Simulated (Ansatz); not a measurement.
Molecule: propane, C3H8 (charge 0, singlet). SMILES: CCC
Geometry from a B3LYP-D3(BJ)/def2-TZVP (Ansatz, a program for electronic structure) optimisation:
```
C
H 1 1.0941
H 1 1.0941 2 106.12
C 1 1.5265 2 109.44 3 117.99
H 4 1.0917 1 111.60 2 -57.95
H 4 1.0929 5 107.78 1 122.13
H 4 1.0929 5 107.78 6 115.74
C 1 1.5265 2 109.44 3 -117.99
H 8 1.0917 1 111.60 2 57.95
H 8 1.0929 9 107.78 1 -122.13
H 8 1.0929 9 107.78 10 -115.74
```

Wanted: atomisation energy (electronic, to ground-state atoms); the coupled-cluster value holds the core correlation from cc-pwCVTZ, in kJ/mol. Correlated levels leave the core frozen unless marked. UHF or UKS for open shells. Spin-orbit coupling is left out. Non-relativistic. CBS marks a two-point X^-3 extrapolation of the correlation energy; Hartree-Fock from the larger set. [CCSD(T)-MP2]/basis is that difference in the basis named.

Level to compare with: RI-MP2/CBS(cc-pVTZ,cc-pVQZ)+[CCSD(T)-MP2]/cc-pVTZ plus the core term (Ansatz), 4227.5 kJ/mol. It is a level with limits of its own, and the differences hold the functionals' basis error too.

Task: Rank these functionals by how close they come to RI-MP2/CBS(cc-pVTZ,cc-pVQZ)+[CCSD(T)-MP2]/cc-pVTZ, closest first: PBE/def2-TZVPD (Ansatz); SVWN5/def2-TZVPD (Ansatz); revPBE/def2-TZVPD (Ansatz).

Result: PBE/def2-TZVPD (GGA, 4243.2 kJ/mol, difference 15.7), revPBE/def2-TZVPD (GGA, 4128.3 kJ/mol, difference -99.2), SVWN5/def2-TZVPD (LDA, 4714.2 kJ/mol, difference 486.7)
